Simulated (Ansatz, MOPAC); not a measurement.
Molecule: C2H2F, net charge -1, singlet state. SMILES: [CH-]=CF

Atoms: C1, C2, F3, H4, H5. Bonds: C1-C2, C1-F3, C1-H4, C2-H5.

Bond lengths (Å) and angles (degrees) optimised at AM1 with MOPAC; PM7 with MOPAC; HF/STO-3G with Ansatz (a program for electronic structure); HF/3-21G with Ansatz; B3LYP/LANL2DZ with Ansatz; B3LYP/6-31G* with Ansatz, each started from the B3LYP-D3(BJ)/def2-TZVP structure (Ansatz) of the last column. A row stands for all coordinates that are equal there; 7 of 8 kinds are shown. 6-31G* holds six Cartesian d functions. No wavenumbers were computed at HF/STO-3G, B3LYP/LANL2DZ, so these may be saddle points.

```csv
coordinate,AM1,PM7,HF/STO-3G,HF/3-21G,B3LYP/LANL2DZ,B3LYP/6-31G*,B3LYP-D3(BJ)/def2-TZVP
C1-C2,1.326,1.315,1.320,1.318,1.335,1.324,1.312
C1-F3,1.373,1.393,1.399,1.436,1.530,1.444,1.448
C1-H4,1.115,1.075,1.101,1.083,1.100,1.106,1.096
C2-H5,1.095,1.013,1.117,1.110,1.119,1.120,1.106
C2-C1-F3,123.4,121.4,122.3,122.2,120.7,121.8,122.0
C2-C1-H4,128.1,131.3,130.8,132.5,138.7,135.4,134.7
F3-C1-H4,108.5,107.3,106.9,105.4,100.6,102.9,103.3
```

Mean signed difference of all 4 bond lengths from B3LYP-D3(BJ)/def2-TZVP: AM1 -0.013 Å, PM7 -0.042 Å, HF/STO-3G -0.006 Å, HF/3-21G -0.003 Å, B3LYP/LANL2DZ 0.031 Å, B3LYP/6-31G* 0.008 Å.
